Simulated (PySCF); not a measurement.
Peak assignment

Geometry:
| atom | x (Å) | y (Å) | z (Å) |
| --- | --- | --- | --- |
| F1 | 0.243 | 1.657 | -0.220 |
| C2 | -0.144 | 0.668 | 0.628 |
| F3 | 0.815 | 0.540 | 1.571 |
| C4 | -0.351 | -0.621 | -0.126 |
| S5 | 1.112 | -1.235 | -0.984 |
| H6 | -1.064 | 1.000 | 1.124 |
| H7 | -1.183 | -0.491 | -0.820 |
| H8 | -0.631 | -1.396 | 0.589 |
| H9 | 1.229 | -0.199 | -1.830 |

- shielding tensors at B97-2/pcSseg-2 (GIAO)
- PBE0-D3(BJ)/def2-TZVP structure
- code: PySCF
- no solvent, one averaged value for each set of equivalent atoms, non-relativistic, a single conformation

References, each an isolated molecule treated in the same way: 13C (185.38 ppm), 1H (31.64 ppm) against TMS.

Task: Assign these signals to the numbered atoms. 13C{1H} NMR (computed): δ 120.2, 35.2.

Result: 
120.2 → C2, sp3 CH bonded to 2 F: 2 electronegative neighbours deshield it
35.2 → C4, sp3 CH2 bonded to S

Task: Assign these signals to the numbered atoms. 1H NMR (400 MHz, computed): δ 6.03 (m, 1H), 2.73 (m, 2H), 2.01 (br s, 1H).

Result: 
| δ (ppm) | atoms | environment | reason |
| --- | --- | --- | --- |
| 6.03 | H6 | hydrogen on an sp3 CH bonded to 2 F | its carbon carries F, an electronegative neighbour |
| 2.73 | H7/H8 | hydrogen on an sp3 CH2 bonded to S | – |
| 2.01 | H9 | hydrogen on a thiol sulfur | exchangeable; this is the value without hydrogen bonding to other molecules |

Exchangeable OH/NH protons stand at their gas-phase positions; hydrogen bonding in a real sample shifts them, mostly to higher δ. Splittings by 19F in the carbon and heteronuclear signals aren't shown, as no couplings were computed. Shifts are as computed. Against solution values, carbons near 30 ppm lie about +3 ppm off and those near 130 ppm about +7 ppm; carbons on S a further +4 ppm. Of 1211 compounds with measured shifts, 218 miss one by over three times the rms of a fit or turn the order of signals round; such compounds aren't used in these exercises. No couplings were computed; multiplicities are counted from neighbouring protons, with m where these are inequivalent, close in shift, in a saturated or five-membered ring or joined by F or P, and br s for small geminal =CH2 splittings.
